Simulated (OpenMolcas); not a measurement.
**C4H6 (1,2-butadiene): the vertical energy of the triplet above the singlet from total energies**

C4H6: 10 atoms, total charge 0, spin state singlet. As SMILES, `C=C=CC`. The shape is that of a PBE0-D4/def2-TZVP optimisation.

Both states at this one shape; open shells run unrestricted unless said. 1 Eh = 27.2114 eV.

```tsv
level	program	singlet C4H6 (Eh)	triplet C4H6 (Eh)
B3LYP/6-31G* (spherical functions)	OpenMolcas	-155.972186	-155.796900
M06-2X/cc-pVDZ	OpenMolcas	-155.901260	-155.718683
```

Question: Work out the vertical gap, second state less first, at each level.

Answer: 
1. B3LYP/6-31G* (spherical functions): -155.796900 − (-155.972186) = 0.175286 Eh = 4.77 eV.
2. M06-2X/cc-pVDZ: -155.718683 − (-155.901260) = 0.182577 Eh = 4.97 eV.

No measured value is set beside it here; the levels span 4.77 to 4.97 eV.
